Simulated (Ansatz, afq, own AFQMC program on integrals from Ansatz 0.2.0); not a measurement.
# AlSiH (triplet): quantum Monte Carlo beside coupled cluster at distance Si1–Al2 = 7.945 Å, 6-31G

One table from this session's results is given with a row withheld; the runs are named, their logs left out.

Computed with Ansatz 0.2.0, Gaussian basis, and an in-house AFQMC program (afq) on its integrals; all values are calculated. Level: 6-31G, frozen cores.

The runs, in order: Full CI; PBE (unrestricted); r2SCAN (unrestricted); PBE0 (unrestricted); B3LYP (unrestricted); CCSD(T) on ROHF; wB97M-V (unrestricted); B2PLYP (unrestricted); Full CI; Full CI (quintet); CCSDT(Q) on ROHF; CCSDTQ on ROHF; Phaseless AFQMC, CISD trial on ROHF; Free-projection AFQMC, CISD trial on ROHF; CCSD(T) on UHF; Full CI; CCSDT(Q) on UHF; CCSDTQ on UHF; Phaseless AFQMC, CISD trial on UHF; Free-projection AFQMC, CISD trial on UHF.

6 further runs of the same task are left out: 6 that didn't finish.

## The geometry

The geometry derives from a PBE0/def2-TZVP stationary point (not a proven minimum). One bond is set to the value named and the two fragments are kept rigid.

3 atoms, charge 0, spin multiplicity 3.

Atoms are counted from 1 here; the program's logs count them from 0.

Bond lengths: Al2–H3 1.599 Å.

Set-up of the first run:

in.yaml

```yaml
crystal:
  periodic: [false, false, false]
  atoms:
    - {symbol: Si, position_ang: [0.000000, 0.000000, 5.829622]}
    - {symbol: Al, position_ang: [0.000000, 0.000000, -2.115378]}
    - {symbol: H, position_ang: [0.000000, 0.000000, -3.714244]}
basis:
  gaussian: {orbitals: 6-31G}
magnetization: {spin_polarized: false, initial_magnetization: 2}
correlation: {method: fci, electrons: outside_noble_gas}
```

On the command line:

```
> ansatz run in.yaml --threads 1 --pin off --events-out ev --progress --plain --max-ram 24576MiB --backend cuda --devices 0, --max-vram 18GiB
```

Steps of the session up to this table: Full CI; PBE (unrestricted); r2SCAN (unrestricted); PBE0 (unrestricted); B3LYP (unrestricted); CCSD(T) on ROHF; wB97M-V (unrestricted); B2PLYP (unrestricted); Full CI (quintet); CCSDT(Q) on ROHF; CCSDTQ on ROHF; Phaseless AFQMC, CISD trial on ROHF; Free-projection AFQMC, CISD trial on ROHF (settings varied); CCSD(T) on UHF; CCSDT(Q) on UHF; CCSDTQ on UHF; Phaseless AFQMC, CISD trial on UHF; Free-projection AFQMC, CISD trial on UHF (settings varied).

One table of the session follows, with a row left open; its other results are not shown here.

On the ROHF determinant, counted from full CI (exact for this spin and basis):

| level | from full CI (kJ/mol) |
| --- | --- |
| HF | +182.5 |
| MP2 | ? |
| CCSD | +1.6 |
| CCSD(T) | +0.6 |
| CCSDT(Q) | 0.0 |
| CCSDTQ | 0.0 |
| full CI | 0.0 |
| Phaseless AFQMC, CISD trial, step 0.005, 4000 walkers | +0.6 |
| Free-projection AFQMC, CISD trial, step 0.05, 200 walkers | 0.0 |

**Question.** Estimate the row for MP2.

The run gave: from full CI (kJ/mol): +68.8. In the column «from full CI (kJ/mol)» it lies between CCSD (+1.6) and HF (+182.5).
